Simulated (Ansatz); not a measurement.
Relaxation of C$_{2}$H$_{6}$FNO (11 atoms, charge 0, multiplicity 1), to a largest force component of 0.015 eV/Å in at most 40 steps.

Theory: RKS PBE0-D4/def2-mTZVP in Ansatz 0.2.0.

```xyz
11
Properties=species:S:1:pos:R:3
N -0.316 1.125 0.914
C -0.621 -0.165 0.384
F 0.009 -1.011 1.203
C 0.021 -0.349 -1.033
O 1.358 -0.096 -1.073
H -1.090 1.475 1.449
H -0.121 1.787 0.169
H -1.645 -0.385 0.417
H -0.538 0.323 -1.706
H -0.191 -1.394 -1.329
H 1.736 -0.632 -0.324
```

Problem. Where does it end, and by what steps?

Solution. The forces met the threshold. After 9 steps the energy has fallen by 0.401 eV; H7 moved furthest, 0.51 Å.

```json
{"step": "0", "energy less start (eV)": "0.0000", "largest force component (eV/Å)": "2.671", "accepted": "yes"}
{"step": "1", "energy less start (eV)": "-0.2732", "largest force component (eV/Å)": "1.152", "accepted": "yes"}
{"step": "2", "energy less start (eV)": "-0.3414", "largest force component (eV/Å)": "0.565", "accepted": "yes"}
{"step": "3", "energy less start (eV)": "-0.3647", "largest force component (eV/Å)": "0.345", "accepted": "yes"}
{"step": "4", "energy less start (eV)": "-0.3883", "largest force component (eV/Å)": "0.187", "accepted": "yes"}
{"step": "5", "energy less start (eV)": "-0.3940", "largest force component (eV/Å)": "0.366", "accepted": "yes"}
{"step": "6", "energy less start (eV)": "-0.3983", "largest force component (eV/Å)": "0.127", "accepted": "yes"}
{"step": "7", "energy less start (eV)": "-0.4002", "largest force component (eV/Å)": "0.093", "accepted": "yes"}
{"step": "8", "energy less start (eV)": "-0.4007", "largest force component (eV/Å)": "0.025", "accepted": "yes"}
{"step": "9", "energy less start (eV)": "-0.4008", "largest force component (eV/Å)": "0.008", "accepted": "yes"}
```

```xyz
11
Properties=species:S:1:pos:R:3
N -0.383 1.102 0.926
C -0.637 -0.171 0.398
F -0.029 -1.163 1.214
C -0.058 -0.373 -0.988
O 1.275 0.084 -1.063
H -1.191 1.639 1.195
H 0.301 1.635 0.407
H -1.704 -0.410 0.412
H -0.632 0.218 -1.706
H -0.140 -1.430 -1.268
H 1.799 -0.453 -0.455
```

Whether the end is a true minimum wasn't checked by a vibrational analysis.

Time of the run: 36 s on 2 threads of Arm Neoverse V1 (shared host), peak memory 0.25 GiB.
